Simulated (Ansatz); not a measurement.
**CH3B (SMILES B[CH]): methods side by side**

CH3B: 5 atoms, total charge 0, spin state triplet. As SMILES, `B[CH]`. The shape is that of a GFN2-xTB optimisation.

Quantity: the vertical ionisation energy (to the doublet cation), in eV. The values are calculated.

```tsv
level	kind	program	value (eV)	less FCI/STO-3G	CPU time (all runs)
UHF/STO-3G	Hartree–Fock	Ansatz	8.08	+0.41	0.14 s
USVWN5/STO-3G	LDA	Ansatz	8.03	+0.36	1.4 s
UPBE/STO-3G	GGA	Ansatz	8.21	+0.54	2.2 s
U-r2SCAN/STO-3G	meta-GGA	Ansatz	8.47	+0.80	5.3 s
U-r2SCAN0/STO-3G	hybrid meta-GGA	Ansatz	8.63	+0.96	5.9 s
U-wB97X/STO-3G	range-separated hybrid	Ansatz	8.49	+0.82	13 s
UMP2/STO-3G	perturbation theory	Ansatz	7.86	+0.19	0.17 s
UBCCD(T)/STO-3G	coupled cluster or CI	Ansatz	7.69	+0.02	0.41 s
FCI/STO-3G	exact in the basis	Ansatz	7.67	0.00	2.1 s
```

FCI/STO-3G is exact within its basis and frozen core, so for wave-function methods in that basis the difference is their error; functionals converge differently with the basis, so for them it is only a difference. The values span 7.67 to 8.63 eV. All rows use very small basis sets, so even the best lies far from the true value. CPU times are rough (shared hosts, several kinds of processor): they show what a rung costs within a factor of a few.
